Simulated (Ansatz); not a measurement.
doublet N2(+): levels of theory in one basis

```xyz
2

N     0.0000    0.0000    0.0000
N     0.0000    0.0000    1.3900
```

Basis set: def2-SVP (spherical functions). Left uncorrelated: 2 orbitals. Correlation on ROHF uses semicanonical orbitals with singles. Charge 1, multiplicity 2.

Computed with Ansatz (development build ahead of 0.2.0); each method stands on the lowest determinant of its kind that the runs found.

```
  method  E − E(ROHF) (eV)  <S²> of the determinant
    ROHF              0.00                     0.75
     UHF             -1.85                     2.32
ROHF-MP2             -8.07                        –
 UHF-MP2             -6.64                     2.32
```

**Question.** Is a single determinant a sound starting point here?

**Answer.** It is doubtful. Unrestricted orbitals lower Hartree–Fock by 1.85 eV and <S²> is 2.32 where a pure state has 0.75, a sign of strong static correlation.

Caution for ROHF, ROHF-MP2: an unrestricted determinant lies well below. Caution for UHF, UHF-MP2: the unrestricted determinant is a mixture of spin states. Caution for ROHF-MP2, UHF-MP2: bonds are stretched, where a single reference can fail; forces differ strongly between restricted and unrestricted references; MP2 on this radical cation hangs on the determinant chosen. Caution for ROHF-MP2: other determinants can give a lower correlated total.
